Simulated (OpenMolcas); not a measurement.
AlHCl2 (SMILES [Cl][AlH][Cl]): methods side by side

AlHCl2 has 4 atoms, charge 0, and is taken as a singlet. As SMILES, `[Cl][AlH][Cl]`. Geometry: a GFN2-xTB relaxation, a rough one for these elements and not checked as a minimum.

```xyz
4

Cl   -1.2355    0.6985    1.3817
Al    0.0743    0.0537   -0.0186
Cl   -0.1211   -1.6803   -1.0423
H     1.2823    0.9281   -0.3208
```

Each level gives the energy change with the Al2–H4 bond stretched from 1.522 to 3.043 Å (eV). The values are calculated.

```
                     level                   kind     program  value (eV)  less FCI/STO-3G  CPU time (all runs)
r2SCAN/STO-3G (restricted)               meta-GGA  OpenMolcas        5.84            +1.25                 10 s
 B3LYP/STO-3G (restricted)          global hybrid  OpenMolcas        5.91            +1.32                7.8 s
B2PLYP/STO-3G (restricted)          double hybrid  OpenMolcas        5.96            +1.37                6.8 s
   MP2/STO-3G (restricted)    perturbation theory  OpenMolcas        6.10            +1.51                3.3 s
        CASSCF(2,2)/STO-3G         multireference  OpenMolcas        4.63            +0.04                3.8 s
          MRCI(2,2)/STO-3G         multireference  OpenMolcas        4.60            +0.01                3.5 s
  ACPF/STO-3G (restricted)  coupled cluster or CI  OpenMolcas        1.84            -2.75                3.5 s
  CISD/STO-3G (restricted)  coupled cluster or CI  OpenMolcas        4.84            +0.25                3.5 s
                FCI/STO-3G     exact in the basis  OpenMolcas        4.59             0.00              3.2 min
```

FCI/STO-3G is exact within its basis and frozen core, so for wave-function methods in that basis the difference is their error; functionals converge differently with the basis, so for them it is only a difference. The first shape isn't each level's own minimum. The values span 1.84 to 6.10 eV. All rows use very small basis sets, so even the best lies far from the true value. Times are those of the runs behind each value, whatever else they computed, on shared processors of several kinds: orders of magnitude only.
